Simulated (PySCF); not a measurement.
dimethyl sulfide cation (C₂H₆S), SMILES CSC (connectivity only; charge and spin as stated), charge +1, multiplicity 2.

Coordinates come from a PBE-D3(BJ)/def2-TZVP optimisation. The spin state was assumed, not searched.

Calculation: PBE-D3(BJ)/def2-TZVP (PySCF).

Frequencies are harmonic and unscaled.

```
mode  ν (cm⁻¹)  IR (km/mol)  moving atoms (share of kinetic energy)
----  --------  -----------  --------------------------------------
1           37          0.0                                  H 99 %
2          119          0.4                           H 84 %, S 8 %
3          281          0.0                  C 45 %, H 35 %, S 19 %
4          687          0.6                  C 65 %, S 22 %, H 12 %
5          724          9.3                  C 56 %, S 34 %, H 10 %
6          784          4.7                          H 84 %, C 14 %
7          830          0.0                          H 85 %, C 15 %
8          876          2.5                          H 81 %, C 16 %
9         1022         14.9                          H 70 %, C 23 %
10        1258          5.3                          H 89 %, C 10 %
11        1278         39.0                          H 88 %, C 11 %
12        1342          0.0                                  H 95 %
13        1351          2.4                                  H 95 %
14        1376         47.4                                  H 96 %
15        1385         12.2                                  H 96 %
16        2937         61.6                                  H 97 %
17        2948         22.6                                  H 97 %
18        3013          0.0                           H 91 %, C 9 %
19        3016         26.7                           H 91 %, C 9 %
20        3092          5.4                           H 91 %, C 9 %
21        3093         22.4                          H 90 %, C 10 %
```
